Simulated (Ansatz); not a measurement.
The input, for Ansatz 0.2.0:

```yaml
crystal:
  periodic: [false, false, false]
  atoms:
    - {symbol: B, position_ang: [0.000000, 0.000000, 0.000000]}
    - {symbol: Cl, position_ang: [0.000000, 0.000000, 3.574000]}
basis:
  gaussian: {orbitals: def2-mTZVP}
total_charge: 1
magnetization: {spin_polarized: false, initial_magnetization: 1}
correlation: {method: afqmc, electrons: valence}
scf: {lower_state_search: off}
```

```sh
$ ansatz run in.yaml --threads 1 --pin off --events-out ev --progress --plain --max-ram 2393MiB
```

Question: What does the program do with this input?

Answer: Refused. The input was made wrong on purpose (a method name that the input doesn't accept), so the run isn't a sound calculation of what was asked.
```
Error: YAML parse error: error: line 10 column 23: unknown variant `afqmc`, expected one of mp2, rpa, ccsd, ccsd_t, bccd, bccd_t, ccsdt, ccsdt_q, ccsdt_q_b, ccsdtq, fci, sc_nevpt2, fic_nevpt4_sd, fic_mrcisd_q, fic_mrcisd_q_relaxed
  --> <input>:10:23
   |
 8 | total_charge: 1
 9 | magnetization: {spin_polarized: false, initial_magnetization: 1}
10 | correlation: {method: afqmc, electrons: valence}
   |                       ^ unknown variant `afqmc`, expected one of mp2, rpa, ccsd, ccsd_t, bccd, bccd_t, ccsdt, ccsdt_q, ccsdt_q_b, ccsdtq, fci, sc_nevpt2, fic_nevpt4_sd, fic_mrcisd_q, fic_mrcisd_q_relaxed
11 | scf: {lower_state_search: off}
   |
```
